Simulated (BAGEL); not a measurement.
# UHF/6-31G(d) (density fitting with qzvpp-jkfit, spherical functions) run of C2H3S (SMILES [CH]1CS1)

What is the vertical electron affinity of C2H3S at UHF/6-31G* (density fitting with qzvpp-jkfit, spherical functions)? 

The results are computed with BAGEL 1.2.2.

1 further run of the same task is left out (set aside as unsound or not needed).

## (1) Starting point

The species is C2H3S (6 atoms), meant as a doublet with charge 0. As SMILES, `[CH]1CS1`. The coordinates come from a GFN2-xTB relaxation.

Bond lengths: C1–C2 1.457 Å, C1–S3 1.715 Å, C2–S3 1.830 Å, C1–H4 1.072 Å, C2–H5 1.087 Å, C2–H6 1.082 Å. Angles: C1–C2–S3 61.7°, C2–C1–S3 69.9°, C1–S3–C2 48.4°, C1–C2–H5 122.1°, C1–C2–H6 118.4°, S3–C2–H5 116.3°, S3–C2–H6 113.2°, C2–C1–H4 129.4°, S3–C1–H4 124.5°, H5–C2–H6 114.1°.

## (2) A single-point energy at UHF/6-31G(d) (density fitting with qzvpp-jkfit, spherical functions)

Contents of job.json:

```json
{ "bagel": [

{
  "title": "molecule",
  "basis": "6-31gs.json",
  "df_basis": "qzvpp-jkfit",
  "angstrom": "true",
  "geometry": [
    { "atom": "C", "xyz": [   -0.089520,   -0.880900,    0.217140 ] },
    { "atom": "C", "xyz": [    0.242130,    0.530400,    0.071840 ] },
    { "atom": "S", "xyz": [   -1.517460,    0.038100,   -0.024350 ] },
    { "atom": "H", "xyz": [    0.204900,   -1.715360,   -0.388420 ] },
    { "atom": "H", "xyz": [    0.681530,    0.929580,   -0.838870 ] },
    { "atom": "H", "xyz": [    0.478420,    1.098190,    0.962660 ] }
  ]
},
{ "title": "uhf", "nopen": 1 },
{ "title": "print", "file": "orbitals.molden", "orbitals": "true" }

]}
```

The basis set 6-31G* is read from a file made from the Basis Set Exchange's data (not shown).

Started as:

```sh
BAGEL_NUM_THREADS=1 BAGEL job.json > job.out
```

The program printed:

```text
* using 1 threads per process

  ===============================================================
  ===============================================================

  *** Geometry ***

  { "atom" : "C", "xyz" : [     -0.169168,     -1.664660,      0.410335 ] },
  { "atom" : "C", "xyz" : [      0.457559,      1.002311,      0.135758 ] },
  { "atom" : "S", "xyz" : [     -2.867584,      0.071999,     -0.046015 ] },
  { "atom" : "H", "xyz" : [      0.387205,     -3.241561,     -0.734007 ] },
  { "atom" : "H", "xyz" : [      1.287905,      1.756652,     -1.585235 ] },
  { "atom" : "H", "xyz" : [      0.904083,      2.075278,      1.819164 ] },

  Number of auxiliary basis functions:      332

  Since a DF basis is specified, we compute 2- and 3-index integrals:
    o Being stored without compression. Storage requirement is 0.007 GB

  Number of basis functions:       52
  Number of electrons      :       31

    * METHOD: MOLECULE                             0.09

  *** Open-shell HF ***

  === Nuclear Repulsion ===
    94.3990160005

      * DIIS with orbital gradients will be used.

  === UHF iteration (6-31gs.json) ===
      0       -474.83905632          0.02698908           0.03
      1       -474.88908983          0.01179330           0.03
      2       -474.89893851          0.00669612           0.03
      3       -474.90298285          0.00215731           0.03
      4       -474.90499823          0.00093705           0.03
      5       -474.90581655          0.00024213           0.03
      6       -474.90588418          0.00009689           0.03
      7       -474.90590012          0.00005022           0.03
      8       -474.90590806          0.00002710           0.03
      9       -474.90591083          0.00001491           0.03
     10       -474.90591173          0.00000657           0.03
     11       -474.90591193          0.00000277           0.03
     12       -474.90591196          0.00000158           0.03
     13       -474.90591198          0.00000089           0.03
     14       -474.90591198          0.00000056           0.03
     15       -474.90591199          0.00000032           0.03
     16       -474.90591199          0.00000016           0.03
     17       -474.90591199          0.00000009           0.03
     18       -474.90591199          0.00000005           0.03
     19       -474.90591199          0.00000004           0.03
     20       -474.90591199          0.00000003           0.03
     21       -474.90591199          0.00000002           0.03
     22       -474.90591199          0.00000001           0.03
     23       -474.90591199          0.00000001           0.03
    * SCF iteration converged.

    * S^2 (UHF) is 0.7667

    * Permanent dipole moment:
           (   -0.704422,    -0.035858,     0.169425) a.u.

    * METHOD: UHF                                  0.75

    * METHOD: PRINT                                0.01

  ===============================================================
```

It took 0.97 s on 1 thread of Arm Neoverse V1, shared host.

## (3) The singlet anion

Contents of hf.json:

```json
{ "bagel" : [

{
  "title" : "molecule",
  "basis" : "6-31gs.json",
  "df_basis" : "qzvpp-jkfit",
  "angstrom" : true,
  "geometry" : [
    { "atom" : "C", "xyz" : [   -0.089520,   -0.880900,    0.217140 ] },
    { "atom" : "C", "xyz" : [    0.242130,    0.530400,    0.071840 ] },
    { "atom" : "S", "xyz" : [   -1.517460,    0.038100,   -0.024350 ] },
    { "atom" : "H", "xyz" : [    0.204900,   -1.715360,   -0.388420 ] },
    { "atom" : "H", "xyz" : [    0.681530,    0.929580,   -0.838870 ] },
    { "atom" : "H", "xyz" : [    0.478420,    1.098190,    0.962660 ] }
  ]
},
{
  "title" : "hf",
  "charge" : -1
},
{
  "title" : "print",
  "file" : "orbitals.molden",
  "orbitals" : true
}

]}
```

The basis set 6-31G* is read from a file made from the Basis Set Exchange's data (not shown).

Started as:

```sh
BAGEL_NUM_THREADS=1 BAGEL hf.json > hf.out
```

The program printed:

```text
* using 1 threads per process

  ===============================================================
  ===============================================================

  *** Geometry ***

  { "atom" : "C", "xyz" : [     -0.169168,     -1.664660,      0.410335 ] },
  { "atom" : "C", "xyz" : [      0.457559,      1.002311,      0.135758 ] },
  { "atom" : "S", "xyz" : [     -2.867584,      0.071999,     -0.046015 ] },
  { "atom" : "H", "xyz" : [      0.387205,     -3.241561,     -0.734007 ] },
  { "atom" : "H", "xyz" : [      1.287905,      1.756652,     -1.585235 ] },
  { "atom" : "H", "xyz" : [      0.904083,      2.075278,      1.819164 ] },

  Number of auxiliary basis functions:      332

  Since a DF basis is specified, we compute 2- and 3-index integrals:
    o Being stored without compression. Storage requirement is 0.007 GB

  Number of basis functions:       52
  Number of electrons      :       31

    * METHOD: MOLECULE                             0.09

  *** RHF ***

  === Nuclear Repulsion ===
    94.3990160005

      * DIIS with orbital gradients will be used.

  === RHF iteration (6-31gs.json) ===
      0       -474.74131935          0.01969927           0.01
      1       -474.82017344          0.01059491           0.01
      2       -474.84369193          0.00184108           0.02
      3       -474.84484754          0.00037576           0.01
      4       -474.84493929          0.00019038           0.01
      5       -474.84496352          0.00007205           0.01
      6       -474.84497256          0.00002741           0.01
      7       -474.84497400          0.00001323           0.01
      8       -474.84497430          0.00000628           0.01
      9       -474.84497440          0.00000228           0.01
     10       -474.84497441          0.00000066           0.01
     11       -474.84497441          0.00000034           0.01
     12       -474.84497441          0.00000012           0.01
     13       -474.84497441          0.00000005           0.01
     14       -474.84497441          0.00000003           0.01
     15       -474.84497441          0.00000001           0.01
     16       -474.84497441          0.00000001           0.01
    * SCF iteration converged.

    * Permanent dipole moment:
           (   -0.208005,    -0.725917,     0.507135) a.u.

    * METHOD: HF                                   0.31

    * METHOD: PRINT                                0.01

  ===============================================================
```

Run time: 0.56 s. Hardware: 1 thread of Arm Neoverse V1, shared host.

## (4) What came out

Level: UHF/6-31G* (density fitting with qzvpp-jkfit, spherical functions).

```
                                                            quantity          value
                                         doublet C2H3S: total energy  -474.90591 Eh
                                        doublet C2H3S: dipole moment         1.84 D
                                                 doublet C2H3S: ⟨S²⟩          0.767
                                         singlet anion: total energy  -474.84497 Eh
                                          singlet anion: HOMO energy        0.12 eV
                                          singlet anion: LUMO energy       10.51 eV
singlet anion: HOMO–LUMO gap (to an unbound level, set by the basis)       10.39 eV
                   vertical electron affinity (to the singlet anion)      -1.658 eV
```

What this shows: The anion lies 1.66 eV (38 kcal/mol) above the neutral: the electron isn't bound at this level, and such a value depends on the basis. Without diffuse functions anions come out too high. Hartree–Fock misses the correlation that binds many anions. The HOMO (singlet anion) lies at positive energy, 0.12 eV: the electron is unbound at this level or held by a compact basis; values depend on the basis.
